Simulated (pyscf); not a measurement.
Structures and frequencies: ωB97X-D3(BJ)/def2-SVP in PySCF.

**Question.** Estimate the classical barrier height and the reaction energy of H₂N–Mo(=S)(SH)(Cl)–Cl → S=Mo(=S)(Cl)–Cl + ammonia (NH₃) at ωB97M-D3(BJ)/def2-TZVP. The step runs on the singlet surface, breaks H–S, Mo–N and forms H–N; take the reactant's lowest minimum found as zero.

**Answer.** ΔE‡ = 24.0 kcal/mol, ΔE = -9.5 kcal/mol. Zero-point energy shifts the barrier by -1.6 kcal/mol. It is an elimination, with an imaginary mode of 1283i cm⁻¹. On the reactant side the descent ends in a point that may be a rotor saddle (no frequency run), 4.6 kcal/mol over the lowest minimum found and 20.1 kcal/mol under the saddle at ωB97X-D3(BJ)/def2-TZVP. On the product side the descent ends in an adduct with a Mo–N contact, 18.5 kcal/mol under the separated species and 49.2 kcal/mol under the saddle at ωB97X-D3(BJ)/def2-TZVP. What is counted as broken (Mo–N) persists as a longer contact in the product adduct; parting that adduct is a step of its own. One saddle was located; it need not be the lowest between these sides. Elements past Kr carry the def2 core potentials, without spin-orbit coupling.
